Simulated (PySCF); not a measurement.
Ionisation energies (eV) were calculated with PySCF 2.14 by UHF, PBE0, LDA, in another order, as differences of total energies without spin-orbit coupling. The measured values are between term centres (NIST).

```
                                                                                       species  measured       A       B       C
          He (aug-cc-pVTZ with one added diffuse shell each of s, p, d type, non-relativistic)    24.587  24.308  23.463  24.456
        C (aug-cc-pVTZ with one added diffuse shell each of s, p, d, f type, non-relativistic)    11.262  11.689  10.798  11.513
       Ne (aug-cc-pVTZ with one added diffuse shell each of s, p, d, f type, non-relativistic)    21.597  22.208  19.688  21.469
Ru (aug-cc-pVTZ-PP with one added diffuse shell each of s, p, d, f, g type with ECP28MDF, ECP)     7.365   8.118   6.292   7.518
Pd (aug-cc-pVTZ-PP with one added diffuse shell each of s, p, d, f, g type with ECP28MDF, ECP)     8.512   9.235   6.236   8.385
         Sb (aug-cc-pVTZ-PP with one added diffuse shell each of d, f type with ECP28MDF, ECP)     9.124   9.121   8.583   9.043
         I⁺ (aug-cc-pVTZ-PP with one added diffuse shell each of d, f type with ECP28MDF, ECP)    18.750  19.012  17.662  18.722
        Tl⁺ (aug-cc-pVTZ-PP with one added diffuse shell each of d, f type with ECP60MDF, ECP)    20.428  20.985  18.368  20.193
```

Task: Which column is which method?

Result: A is LDA (mean error 0.38 eV); B is UHF (mean error -1.32 eV); C is PBE0 (mean error -0.04 eV). LDA overbinds the outer electron and comes out highest. Hartree-Fock lacks the correlation of the electron removed and comes out lowest. PBE0, with a quarter of exact exchange, lies close to experiment on average.
